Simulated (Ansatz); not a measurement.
Worked example: the enthalpy of CH4 + C2H4Cl2 → HCl + C3H7Cl

Gas-phase species: CH4 (methane) `C`, singlet; C2H4Cl2 (1,1-dichloroethane) `CC(Cl)Cl`, singlet; HCl, singlet; C3H7Cl `CC(C)Cl`, singlet. The partners trade CH3 for Cl: H–CH3 and C–Cl bonds give way to H–Cl and C–CH3.

Shapes, held fixed at every level: PBE0-D4/def2-TZVP. Programs: Ansatz 0.2.0. The zero-point and thermal terms to 298 K, harmonic and unscaled (PBE0-D4/def2-TZVP), stand in the table.

At CCSD(T)/CBS estimate; 1 Eh = 2625.50 kJ/mol:

```
species  energy (Eh)  H(298 K) − E (kJ/mol)  tabulated ΔfH (kJ/mol)
    CH4   -40.462061                  127.4                   -74.5
C2H4Cl2  -998.070516                  166.2                  -127.4
    HCl  -460.381270                   26.6                   -92.2
 C3H7Cl  -578.162311                  265.0                  -144.9
```

Q: Work out the reaction enthalpy at 298 K from the calculation and from the table of heats.

A: 
1. Electronic: (-460.381270) + (-578.162311) − [(-40.462061) + (-998.070516)] = -0.011004 Eh = -28.9 kJ/mol.
2. Zero-point and thermal: (26.6) + (265.0) − [(127.4) + (166.2)] = -2.0 kJ/mol.
3. Computed ΔH = -30.9 kJ/mol.
4. From the heats of formation (Active Thermochemical Tables, CRC Handbook of Chemistry and Physics): (-92.2) + (-144.9) − [(-74.5) + (-127.4)] = -35.2 kJ/mol.
5. Computed less tabulated: +4.3 kJ/mol. Tabulated heats carry uncertainties of their own.

The CBS estimate extrapolates MP2 from def2-TZVPP and def2-QZVPP and adds CCSD(T) − MP2 in the triple-zeta set, cores frozen.
